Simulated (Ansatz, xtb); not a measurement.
Redistribution: C3H4ClF + CClF3 → C2HClF2 + C2H3ClF2

Species: C3H4ClF `C/C(Cl)=C/F`, singlet; CClF3 `FC(F)(F)Cl`, singlet; C2HClF2 `F/C=C(\F)Cl`, singlet; C2H3ClF2 (1-chloro-1,1-difluoroethane) `CC(F)(F)Cl`, singlet. The partners trade CH3 for F; both sit on C, so the bond types are kept.

Shapes, held fixed at every level: PBE0-D4/def2-TZVP. Programs: Ansatz 0.2.0, xtb 6.7.1. Electronic energies: no zero-point or thermal term.

Question: Estimate ΔE of this reaction.

Answer: The highest level, CCSD(T)/CBS estimate, gives ΔE = +43.9 kJ/mol; the levels span +35.9 to +51.0. The column of differences is taken from that level and isn't an error. No measured value is set beside it here. The CBS estimate extrapolates MP2 from def2-TZVPP and def2-QZVPP and adds CCSD(T) − MP2 in the triple-zeta set, cores frozen.

```
               level                   kind  ΔE (kJ/mol)  less CCSD(T)/CBS estimate
            GFN0-xTB         semi-empirical        +35.9                       -8.0
   PBE-D4/def2-TZVPP                    GGA        +39.4                       -4.5
 B3LYP-D4/def2-TZVPP          global hybrid        +40.1                       -3.8
   B2PLYP/def2-TZVPP          double hybrid        +43.1                       -0.8
      MP2/def2-TZVPP    perturbation theory        +51.0                       +7.1
  CCSD(T)/def2-TZVPP  coupled cluster or CI        +46.5                       +2.6
     CCSD/def2-TZVPP  coupled cluster or CI        +47.0                       +3.1
CCSD(T)/CBS estimate  coupled cluster or CI        +43.9                        0.0
```
